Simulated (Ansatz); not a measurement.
# MgNaH (singlet): from Hartree-Fock to the top rungs at distance Na1–Mg2 = 4.234 Å, cc-pVTZ

Aim: climb from Hartree-Fock through coupled cluster for MgNaH (singlet) at one geometry and basis, and see what each rung misses.

The runs use Ansatz 0.2.0, Gaussian basis; cc-pVTZ, core rule «outside noble gas», up to 10 orbitals frozen.

The runs, in order: UHF; CCSD(T) on RHF; CCSD(T) on UHF; BCCD(T) on RHF; CCSDT(Q) on RHF; CCSDT(Q) on UHF; Full CI.

40 further runs of the same task are left out: 23 for a known fault of the program, 13 that didn't finish, 4 set aside as unsound or not needed. Runs told in other sessions of the task aren't counted.

### 1 What is computed

The geometry derives from a PBE0/def2-TZVP stationary point (not a proven minimum). One bond is set to the value named and the two fragments are kept rigid.

3 atoms, charge 0, spin multiplicity 1.

Atoms are counted from 1 here; the program's logs count them from 0.

Bond lengths: Mg2–H3 1.747 Å.

Geometry (Å):

```
Na    0.0000    0.0000   -3.4051
Mg    0.0000    0.0000    0.8289
H     0.0000    0.0000    2.5763
```

### 2 UHF

in.yaml reads:

```yaml
crystal:
  periodic: [false, false, false]
  atoms:
    - {symbol: Na, position_ang: [0.000000, 0.000000, -3.405133]}
    - {symbol: Mg, position_ang: [0.000000, 0.000000, 0.828867]}
    - {symbol: H, position_ang: [0.000000, 0.000000, 2.576267]}
basis:
  gaussian: {orbitals: cc-pVTZ}
magnetization: {spin_polarized: true, initial_magnetization: 0}
hamiltonian: {xc: hf}
output: {orbitals: {seedname: orbitals}}
```

Run with:

```console
> ansatz run in.yaml --threads 1 --pin off --events-out ev --progress --plain --max-ram 2393MiB
```

After this run come: CCSD(T) on RHF; CCSD(T) on UHF; BCCD(T) on RHF; CCSDT(Q) on RHF; CCSDT(Q) on UHF; Full CI.

Before running them: what should the planned runs give, taken together? Wanted: FCI from the RHF energy; RMP2 from FCI; UMP2 from FCI; RCCSD from FCI; RCCSD(T) from FCI; UCCSD(T) from FCI; RCCSDT(Q) from FCI; UCCSDT(Q) from FCI; T1 diagnostic.

The runs gave:

| quantity | value |
| --- | --- |
| FCI from the RHF energy | -1.9627 eV |
| RMP2 from FCI | +51.6 kJ/mol |
| UMP2 from FCI | +64.6 kJ/mol |
| RCCSD from FCI | +4.7 kJ/mol |
| RCCSD(T) from FCI | +1.3 kJ/mol |
| UCCSD(T) from FCI | +2.4 kJ/mol |
| RCCSDT(Q) from FCI | +0.1 kJ/mol |
| UCCSDT(Q) from FCI | +0.2 kJ/mol |
| levels within 1 kcal/mol (43 meV) | RCCSD(T), UCCSD(T), BCCD(T), RCCSDT, UCCSDT, RCCSDT(Q), UCCSDT(Q) |
| T1 diagnostic | 0.023 |
| effectively unpaired electrons | 0.22 |

In words: RCCSD(T) lands +1.3 kJ/mol from the yardstick (0.7 % of the correlation energy). The occupations show static correlation (0.22 effectively unpaired electrons where one determinant has 0). These misses are within one basis, not against nature.
